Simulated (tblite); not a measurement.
Compound: C₂H₇O₂P.
SMILES with atom numbers: `[CH3:1][P:2]([CH3:3])(=[O:4])[OH:5]` (hydrogens: H6, H7, H8 on C1; H9, H10, H11 on C3; H12 on O5)

Geometry (GFN2-xTB, Å), atoms numbered from 1 in this order:
```
atom  x, y, z in Å
C1     1.028   -0.028   -1.184
P2     0.264    0.249    0.454
C3    -1.180   -0.871    0.543
O4     1.178    0.202    1.602
O5    -0.407    1.714    0.307
H6     0.303    0.141   -1.974
H7     1.859    0.665   -1.290
H8     1.404   -1.045   -1.231
H9    -1.675   -0.708    1.497
H10   -1.868   -0.670   -0.271
H11   -0.834   -1.899    0.496
H12   -0.071    2.250    1.026
```

Calculated harmonic vibrations of the isolated species, GFN2-xTB (tblite), most abundant isotopes, no scaling. The method is semi-empirical: single wavenumbers can be off by several per cent or more. One conformer, not necessarily the lowest.

Harmonic wavenumbers (cm⁻¹): 131.7, 160.5, 184.9, 224.1, 273.3, 277.5, 364.5, 381.8, 681.7, 738.4, 783.3, 803.7, 843.3, 857.6, 884.0, 913.5, 1259.7, 1313.7, 1318.1, 1422.6, 1430.2, 1431.9, 1439.9, 3021.6, 3023.7, 3034.4, 3039.4, 3048.4, 3052.7, 3587.1.

A = 4074, B = 3964, C = 3641 MHz; mass 94.018 u (most abundant isotopes); point group Cs, symmetry number 1.

Q: Zero-point energy?

A: ½Σν̃ = 19964 cm⁻¹ = 238.82 kJ/mol.

Q: Entropy at 500 K, 1 bar (ideal gas, RRHO, classical rotation)?

A: Translation 176.27, rotation 115.67, vibration 123.59: S = 415.5 J/(mol K).

Q: And Cp and H(500 K) − H(0)?

A: Cp = 158.52 J/(mol K), of which vibrations give 125.26 (their classical limit is 30 R = 249.4); H(500 K) − H(0) = 50.19 kJ/mol without the zero-point energy, 33.56 from vibrations.

Q: Which modes carry the vibrational entropy at 500 K?

A: 131.7 cm⁻¹: 16.43; 160.5 cm⁻¹: 14.81; 184.9 cm⁻¹: 13.66; 224.1 cm⁻¹: 12.10; 273.3 cm⁻¹: 10.52; 277.5 cm⁻¹: 10.40 J/(mol K); the other 24 give 45.66 together.

Q: What must be added to the electronic energy to get the Gibbs energy at 500 K and 1 bar?

A: ZPE + [H(500 K) − H(0)] − T·S = 238.82 + 50.19 − 207.77 = 81.24 kJ/mol.

Hindered rotation and anharmonicity are outside this model. Other conformers, if any are populated, would add a mixing term that is left out.
